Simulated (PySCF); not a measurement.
Energy landscape of CHN, singlet: collinear H-C-N surface. Scanned: H-C distance and C-N distance.

Calculation: CCSD(T) on RHF/aug-cc-pVDZ, 2 core orbitals frozen (PySCF 2.14.0).

Energy in eV above the lowest grid point; x is the H-C distance (Å), y the C-N distance (Å).

```csv
y \ x,0.91,0.96,1.02,1.07,1.12,1.18,1.24,1.32,1.39,1.50,1.60
1.72,6.404,5.928,5.605,5.490,5.479,5.566,5.730,6.027,6.328,6.833,7.289
1.61,5.194,4.723,4.405,4.294,4.288,4.381,4.551,4.857,5.166,5.684,6.152
1.49,3.699,3.235,2.926,2.823,2.823,2.925,3.104,3.421,3.741,4.275,4.759
1.41,2.682,2.225,1.923,1.825,1.832,1.940,2.126,2.451,2.779,3.326,3.821
1.33,1.750,1.299,1.005,0.913,0.925,1.040,1.233,1.568,1.904,2.463,2.970
1.26,1.109,0.664,0.377,0.291,0.308,0.429,0.628,0.971,1.313,1.884,2.401
1.21,0.827,0.387,0.104,0.022,0.043,0.169,0.372,0.720,1.068,1.646,2.170
1.15,0.788,0.354,0.077,0.000,0.026,0.156,0.365,0.720,1.073,1.660,2.192
1.09,1.228,0.799,0.529,0.457,0.487,0.624,0.837,1.198,1.557,2.153,2.693
1.03,2.366,1.943,1.680,1.613,1.649,1.790,2.009,2.377,2.741,3.345,3.892
0.98,4.062,3.645,3.389,3.327,3.368,3.515,3.738,4.111,4.479,5.090,5.643
```

Points that lie below all their neighbours on the grid: x = 1.07, y = 1.15 (0.000 eV).
